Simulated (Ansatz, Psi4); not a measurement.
**C2H4Cl2 (1,2-dichloroethane): from total energies to a heat of formation**

The species is C2H4Cl2 (8 atoms), meant as a singlet with charge 0. As SMILES, `ClCCCl`. The shape is that of a PBE0-D4/def2-TZVP optimisation. This is one conformer, not always the lowest.

Total energies at CCSD(T)/6-31G* (spherical functions), 12 core orbitals frozen (Psi4 1.11); the atoms run unrestricted:

```
species    state  energy (Eh)
C2H4Cl2  singlet  -997.601425
     Cl  doublet  -459.567472
      C  triplet   -37.751275
      H  doublet    -0.498233
```

Harmonic wavenumbers at PBE0-D4/def2-TZVP, in cm⁻¹: 115, 262, 414, 687, 708, 900, 961, 1061, 1164, 1232, 1315, 1340, 1462, 1464, 3086, 3094, 3149, 3163.

Measured heats of formation of the gaseous atoms at 298.15 K, in kJ/mol: Cl 121.3, C 716.9, H 218.0. Spin-orbit lowering of the atoms at 298 K (mean of the ground term's levels less their thermal mean, from spectra), in kJ/mol: Cl 3.44, C 0.02. Take 1 Eh = 2625.50 kJ/mol, 1 cm⁻¹ = 0.0119627 kJ/mol, RT = 2.479 kJ/mol.

**Question.** Work out the heat of formation of the gas at 298 K.

**Answer.** 
1. Electronic atomisation energy: 2 × (-459.567472) + 2 × (-37.751275) + 4 × (-0.498233) − (-997.601425) = 0.970999 Eh = 2549.4 kJ/mol.
2. Zero-point energy: half the sum of the wavenumbers, 12788.5 cm⁻¹ = 153.0 kJ/mol.
3. Thermal vibrational enthalpy, Σ hcν̃/(exp(hcν̃/kT) − 1): 5.0 kJ/mol. Translation, rotation and pV of a non-linear molecule: 4 RT = 9.9 kJ/mol.
4. The 8 free atoms carry 5/2 RT each: 49.6 kJ/mol.
5. Spin-orbit coupling lowers the free atoms by 2 × 3.44 + 2 × 0.02 = 6.9 kJ/mol.
6. Atomisation enthalpy at 298 K: 2549.4 − 6.9 − 153.0 − 5.0 − 9.9 + 49.6 = 2424.2 kJ/mol.
7. Sum of the atoms' heats of formation: 2548.4 kJ/mol. Heat of formation: 2548.4 − 2424.2 = +124.2 kJ/mol.

The tabulated value is -130.1 kJ/mol (Active Thermochemical Tables), so this level is off by +254.3 kJ/mol, or 9.5 % of the atomisation enthalpy that the table implies (2678.4 kJ/mol). Coupled cluster needs large bases for atomisation: in a finite one the molecule is underbound. A double-zeta basis underbinds. Anharmonicity and any spin-orbit splitting of the molecule are left out, and so is core correlation.
